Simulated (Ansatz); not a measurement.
For hcp Os, LDA (Ansatz, a first-principles code, PAW) gives:

| Quantity | Value |
|---|---|
| lattice constant a | 2.716 Å |
| lattice parameter c | 4.288 Å |
| bulk modulus B0 | 448 GPa |

Task: What does r²SCAN+SOC in Ansatz (plane waves, PAW) give for the same quantities?

Result: 
- lattice constant a: 2.740 Å (increases by 0.9 %)
- lattice parameter c: 4.315 Å (goes up by 0.6 %)
- bulk modulus: 423 GPa (decreases by 5.6 %)

For comparison: lattice constant a 2.734 Å (measured, 293 K, no zero-point or thermal correction, our sources range from 2.734 to 2.740; as tabulated in Wikipedia's data pages); lattice parameter c 4.320 Å (measured, 293 K, not corrected to a static lattice; as tabulated in Wikipedia's data pages); bulk modulus 425 GPa (measured, zero-point energy and finite temperature contributions removed; as tabulated in doi:10.1021/acs.jctc.3c00612).

Changes are worked out from the printed values.

Unless a cell is named, each level is at its own relaxed cell (LDA 13.70, r²SCAN+SOC 14.02 Å³/atom).

Levels without +SOC leave out spin–orbit coupling, which shifts energies and cells of such heavy elements.

Ansatz's density-functional and Hartree–Fock values are scalar-relativistic unless marked +SOC, with PAW data made under PBE.
